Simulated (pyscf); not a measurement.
Structures and frequencies: ωB97X-D3(BJ)/def2-SVP in PySCF.

Task: For the elementary gas-phase step H₂N–Mo(=S)(=S)–SH (SMILES [NH2][Mo](=[S])(=[S])[SH]) + H₂S (SMILES S) → S=Mo(=S)(SH)–SH (SMILES [S]=[Mo](=[S])([SH])[SH]) + NH₃ (SMILES N) (singlet surface; Mo–N, H–S broken, Mo–S, H–N formed), what barrier and reaction energy does ωB97M-D3(BJ)/def2-TZVP give, measured from the separated reactants?

Result: ΔE‡ = 16.5 kcal/mol, ΔE = -5.6 kcal/mol. Zero-point energy shifts the barrier by +0.8 kcal/mol. It is a four-centre exchange, with an imaginary mode of 621i cm⁻¹. On the product side the descent ends in an adduct with a Mo–N contact (not fully relaxed), 14.8 kcal/mol under the separated species and 35.1 kcal/mol under the saddle at ωB97X-D3(BJ)/def2-TZVP. What is counted as broken (Mo–N) persists as a longer contact in the product adduct; parting that adduct is a step of its own. At ωB97X-D3(BJ) the barrier from the zero used here is 10.9 kcal/mol. This is the saddle that the search found; another between the same sides may lie lower. Elements past Kr carry the def2 core potentials, without spin-orbit coupling.
